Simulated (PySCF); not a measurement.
ethanol cation (C2H6O), SMILES CCO (connectivity only; charge and spin as stated), charge +1, multiplicity 2. The structure is a stationary point at B3LYP-D3(BJ)/def2-TZVP. The multiplicity is an assumed one; other spin states were not compared. The values are those of a single conformer.

The numbers are results of B3LYP-D3(BJ)/def2-TZVP run with PySCF 2.14.0, not measurements.

Harmonic wavenumbers (cm⁻¹): 130, 352, 435, 639, 892, 1004, 1016, 1047, 1057, 1158, 1298, 1340, 1415, 1440, 1457, 2515, 2690, 3004, 3057, 3131, 3573. Rotational constants (GHz): 37.63, 9.233, 8.100; symmetry number 1.

### Question
Work out the zero-point energy and the ideal-gas rigid-rotor harmonic-oscillator thermochemistry at 298.15 K and 1 atm.

### Answer
ZPE = ½ Σ hcν = ½ × 32653 cm⁻¹ = 46.68 kcal/mol. H − E(el) = 50.12 kcal/mol. Entropy in cal/(mol K): translation 37.41, rotation 22.26, vibration 5.95, spin 1.38, total 67.00. G − E(el) = 30.14 kcal/mol. Cp = 16.47 cal/(mol K). Modes under 150 cm⁻¹ make the vibrational entropy uncertain.
